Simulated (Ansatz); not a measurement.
# HS: a ladder of basis sets

With the Python package of Ansatz (0.2.0).

Typed at the interpreter:
```pycon
>>> import warnings
>>> import ansatz as az
>>> warnings.simplefilter("ignore", az.DeckWarning)
>>> system = (
...     az.Crystal.molecule()
...     .atom("H", (0.0, 0.0, 0.0))
...     .atom("S", (0.0, 0.0, 1.305))
... )
>>> model = (
...     system.calculation()
...     .correlation("mp2", electrons="valence")
...     .spin("collinear", total=1)
...     .accuracy("medium")
... )
>>> energies = {}
>>> for basis in ["cc-pVDZ", "cc-pVTZ", "cc-pVQZ"]:
...     report = model.basis(gaussian=basis).run(threads=1, pin="off").report
...     size = report["n_frozen"] + report["n_occupied"][0] + report["n_virtual"][0]
...     energies[basis] = (report["reference_energy_ev"] / 27.211386246, report["free_energy_ev"] / 27.211386246)
...     print(f"{basis:14s} {size:4d} orbitals  reference {energies[basis][0]:14.6f} Ha  total {energies[basis][1]:14.6f} Ha")
...
cc-pVDZ          23 orbitals  reference    -398.088115 Ha  total    -398.199908 Ha
cc-pVTZ          48 orbitals  reference    -398.104607 Ha  total    -398.255716 Ha
cc-pVQZ          89 orbitals  reference    -398.108983 Ha  total    -398.273376 Ha
>>> # correlation energy at the basis limit from E(X) = E + A / X^3
>>> small, large = (energies[b][1] - energies[b][0] for b in ("cc-pVTZ", "cc-pVQZ"))
>>> limit = (4 ** 3 * large - 3 ** 3 * small) / (4 ** 3 - 3 ** 3)
>>> print(f"correlation energy: {small:.6f} and {large:.6f} Ha, extrapolated {limit:.6f} Ha")
correlation energy: -0.151109 and -0.164394 Ha, extrapolated -0.174088 Ha
>>> print(f"share caught by the larger set: {100 * large / limit:.1f} %")
share caught by the larger set: 94.4 %
```

Against cc-pVDZ: cc-pVTZ -55.8 mHa and cc-pVQZ -73.5 mHa. The last step alone is -17.66 mHa.

What to keep in mind:
- These settings explore the input space; basis and method may be short of convergence.
- The geometry is a force-field or estimated start, not a minimum of this method, and the last set is no limit. Much of the fall in a total is atomic energy, which cancels in bond and reaction energies.
- The species is open-shell (spin multiplicity 2).
- Inner cores stay frozen, so this is valence correlation.
- For Al to Cl the sets with a tight d function, cc-pV(X+d)Z, are usual.
- An extrapolation from small basis sets is rough.
- Run time: 2.4 s on 1 thread of Arm Neoverse V1 (shared host), peak memory 0.17 GiB.

(Lines on the test bed's own set-up are left out of the output.)
